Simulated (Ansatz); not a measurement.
**Active spaces for CH2S, singlet**

Program: Ansatz, Gaussian basis, development build. Basis cc-pVDZ, nonrelativistic, 6 orbitals frozen in the corrections. State-specific CASSCF; RHF is the lowest restricted (open-shell) Hartree–Fock solution met. Solutions may break the symmetry of the shape. The lowest solution met needn't be the lowest there is, nor hold the orbitals that a chemist would pick.

Geometry:

| atom | x (Å) | y (Å) | z (Å) |
| --- | --- | --- | --- |
| C | 0.0000 | 0.0000 | -0.9399 |
| S | 0.0000 | 0.0000 | 0.5379 |
| H | 0.0000 | -0.8553 | -1.4838 |
| H | 0.0000 | 0.8553 | -1.4838 |

**Question.** What do CASSCF and its corrections give against RHF in CAS(4,3), and what are the occupations?

**Answer.** CASSCF -0.701 eV, SC-NEVPT2 -7.078 eV; occupations 2.00, 1.93, 0.08.
